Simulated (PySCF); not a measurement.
Computed with core-valence-separated Tamm–Dancoff BHandHLYP/aug-pcX-1 (pcseg-1 on H) in PySCF, non-relativistic, gas phase, PBE0-D3(BJ)/def2-SVP geometry. The energies are unshifted.

Main lines of an unknown, eV (oscillator strength): C K: 285.2 (0.009), 285.3 (0.010), 285.5 (0.018), 285.8 (0.026), 286.0 (0.027); O K: 533.7 (0.016), 534.4 (0.002), 534.6 (0.021), 534.8 (0.013). Listed: the first five lines at most of each edge with a tenth or more of its strongest line's intensity; roots within 0.03 eV on the same or equivalent atoms are summed. Only the lowest roots were sought, and the top ones are left out.

Problem. Which candidate gives them?
A. s-BuOMe, `[C@H](C)(CC)OC`
B. i-BuOMe, `C(C(C)C)OC`

Solution. A. 

- `CC[C@H](C)OC`: C K: 285.2 (0.009), 285.3 (0.010), 285.5 (0.018), 285.8 (0.026), 286.0 (0.027); O K: 533.7 (0.016), 534.4 (0.002), 534.6 (0.021), 534.8 (0.013). First C line listed at 285.2 eV, hole on the methyl carbon; first O line listed at 533.7 eV, hole on the ether oxygen.
- `COCC(C)C`: C K: 285.3 (0.020), 285.8 (0.009), 285.9 (0.035), 286.0 (0.027), 286.0 (0.029); O K: 533.8 (0.015), 533.9 (0.002), 534.3 (0.014), 534.7 (0.003), 535.3 (0.011). First C line listed at 285.3 eV, hole on the methyl carbon; first O line listed at 533.8 eV, hole on the ether oxygen.

One conformer each; other structures than these candidates weren't tested.

Conformer computed: `[CH3:1][CH2:2][C@H:3]([CH3:4])[O:5][CH3:6]`: C1–C2–C3–C4 -177°, C2–C3–O5–C6 -159°.
